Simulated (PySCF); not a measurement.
**CH5BO (SMILES CBO): levels of theory compared**

Aim: a comparison of 5 runs (HF/3-21G, B3LYP/6-31G*, PBE0/def2-SVP, PBE/aug-cc-pVDZ, CCSD/6-31+G*) of CH5BO. 

The results are computed with PySCF 2.14.0.

### Step 1. The system as given

CH5BO: 8 atoms, total charge 0, spin state singlet. SMILES: `CBO`. Geometry: relaxed at PBE0-D4/def2-TZVP. This is one conformer, not always the lowest.

Bond lengths: C1–B2 1.559 Å, B2–O3 1.357 Å, C1–H4 1.092 Å, C1–H5 1.096 Å, C1–H6 1.096 Å, B2–H7 1.207 Å, O3–H8 0.960 Å. Angles: C1–B2–O3 119.4°, C1–B2–H7 121.8°, O3–B2–H7 118.7°, B2–C1–H4 113.4°, B2–C1–H5 110.2°, B2–C1–H6 110.2°, B2–O3–H8 113.1°, H4–C1–H5 108.7°, H4–C1–H6 108.7°, H5–C1–H6 105.3°.

### Step 2. Energy and forces at HF/3-21G (run 1)

run.py

```python
# CBO
from pyscf import gto

mol = gto.M(
    atom=[
    ('C', (-0.618600, 0.710300, -0.324600)),
    ('B', (0.508800, -0.240100, 0.180200)),
    ('O', (0.240700, -1.558300, 0.355600)),
    ('H', (-1.568300, 0.201200, -0.499400)),
    ('H', (-0.308500, 1.205100, -1.251900)),
    ('H', (-0.780500, 1.520100, 0.395700)),
    ('H', (1.620500, 0.163100, 0.420800)),
    ('H', (0.998200, -2.058400, 0.667700)),
],
    spin=0,
    max_memory=1860,
    verbose=3,
    basis='3-21g',
)

mf = mol.RHF()
mf.conv_tol = 1e-10
mf.kernel()
if not mf.converged:
    mf = mf.newton().run(mf.mo_coeff, mf.mo_occ)

energy = mf.e_tot
print(f'total energy: {energy:.8f} hartree')
grad = mf.nuc_grad_method().kernel()
dip = mf.dip_moment()
pop, q = mf.mulliken_pop()
```

On the command line:

```
OMP_NUM_THREADS=1 python run.py
```

Log:

```text
converged SCF energy = -139.604203733438
total energy: -139.60420373 hartree
[... 8 lines left out ...]
Dipole moment(X, Y, Z, Debye):  1.40104, -0.27438,  0.45344
[... 46 lines left out ...]
charge of    7H =      0.40550
```

Run time: 1.1 s. Hardware: 1 thread of Arm Neoverse V1, shared host; peak memory 0.12 GiB.

### Step 3. Energy and forces at B3LYP/6-31G(d) (Cartesian functions) (run 2)

input.py

```python
from pyscf import gto, dft

mol = gto.M(
    atom='''
C     -1.168985     1.342272    -0.613405
B      0.961493    -0.453723     0.340529
O      0.454857    -2.944760     0.671987
H     -2.963657     0.380213    -0.943729
H     -0.582981     2.277309    -2.365748
H     -1.474931     2.872573     0.747765
H      3.062301     0.308214     0.795197
H      1.886325    -3.889812     1.261770
''',
    max_memory=1860,
    verbose=4,
    basis='6-31g*',
    spin=0,
    unit='bohr',
    cart=True,
    charge=0,
)

ks = dft.RKS(mol, xc='b3lyp')
ks.grids.level = 5
ks.conv_tol = 1e-10
ks.kernel()
if not ks.converged:
    ks = ks.newton().run(ks.mo_coeff, ks.mo_occ)

e_final = ks.e_tot
print('E(%s) = %.9f' % ('B3LYP', e_final))
grad = ks.nuc_grad_method().kernel()
dip = ks.dip_moment()
pop, q = ks.mulliken_pop()
```

On the command line:

```
OMP_NUM_THREADS=1 python input.py
```

Log:

```text
PySCF version 2.14.0

[... 77 lines left out ...]
converged SCF energy = -141.239397412179
[... 13 lines left out ...]
Dipole moment(X, Y, Z, Debye):  0.97294, -0.43029,  0.36065
[... 64 lines left out ...]
charge of    7H =      0.41030
```

It took 19 s on 1 thread of Arm Neoverse V1, shared host; peak memory 0.56 GiB.

Runs 3 to 4 aren't shown in full; the table further down has their settings and results.

### Step 4. The energy at CCSD/6-31+G(d) (spherical functions) (run 5)

input.py

```python
from pyscf import gto, scf, cc

mol = gto.Mole()
mol.atom = '''
C       -0.618600       0.710300      -0.324600
B        0.508800      -0.240100       0.180200
O        0.240700      -1.558300       0.355600
H       -1.568300       0.201200      -0.499400
H       -0.308500       1.205100      -1.251900
H       -0.780500       1.520100       0.395700
H        1.620500       0.163100       0.420800
H        0.998200      -2.058400       0.667700
'''
mol.basis = '6-31+g*'
mol.max_memory = 1860
mol.verbose = 4
mol.build()

mf = scf.RHF(mol)
mf.conv_tol = 1e-10
mf.kernel()
if not mf.converged:
    mf = mf.newton().run(mf.mo_coeff, mf.mo_occ)

mycc = cc.CCSD(mf, frozen=3)
mycc.kernel()
e_final = mycc.e_tot
print('E(%s) = %.9f' % ('CCSD', e_final))
dip = mf.dip_moment()
pop, q = mf.mulliken_pop()
```

On the command line:

```
OMP_NUM_THREADS=1 python input.py
```

Log:

```text
PySCF version 2.14.0

[... 62 lines left out ...]
converged SCF energy = -140.377190323565
[... 12 lines left out ...]
Init t2, MP2 energy = -140.765971669702  E_corr(MP2) -0.388781346136674
[... 11 lines left out ...]
CCSD converged
[... 2 lines left out ...]
Dipole moment(X, Y, Z, Debye):  1.27783, -0.09540,  0.38389
[... 73 lines left out ...]
charge of    7H =      0.51753
```

It took 5.1 s on 1 thread of Arm Neoverse V1, shared host; peak memory 0.21 GiB.

### Step 5. All runs side by side

```
run                               level  Cartesian functions  integration grid  energy (Eh)  dipole moment (D) of the reference  HOMO energy (eV)  LUMO energy (eV)  wall time
  1                            HF/3-21G                   no                 –  -139.604204                                1.50            -12.03              4.58      1.1 s
  2  B3LYP/6-31G* (Cartesian functions)                  yes                 5  -141.239397                                1.12             -8.08              0.53       19 s
  3                       PBE0/def2-SVP                   no                 5  -140.965824                                1.09             -8.45              0.46       26 s
  4                     PBE/aug-cc-pVDZ                   no                 5  -141.068333                                0.96             -7.12             -0.90       46 s
  5  CCSD/6-31+G* (spherical functions)                   no                 –  -140.796572                                1.34            -12.26              1.55      5.1 s
```

### Step 6. Outcome

```
                                          quantity          value
                               run 5: total energy  -140.79657 Eh
       run 5: dipole moment (Hartree–Fock density)         1.34 D
        run 5: HOMO energy (Hartree–Fock orbitals)      -12.26 eV
        run 5: LUMO energy (Hartree–Fock orbitals)        1.55 eV
      run 5: HOMO–LUMO gap (Hartree–Fock orbitals)       13.81 eV
run 5: correlation energy (3 core orbitals frozen)     -419.4 mEh
                              run 5: T1 diagnostic          0.014
```

Over runs 1, 2, 3, 4 the dipole moment (its size) runs from 0.96 D (PBE/aug-cc-pVDZ) to 1.50 D (HF/3-21G). The two ends differ in method and basis. Over runs 1, 2, 3, 4 the HOMO–LUMO gap runs from 6.22 eV (PBE/aug-cc-pVDZ) to 16.61 eV (HF/3-21G). Totals of different functionals can't be ranked against each other. All runs together took 97 s, the longest 46 s.
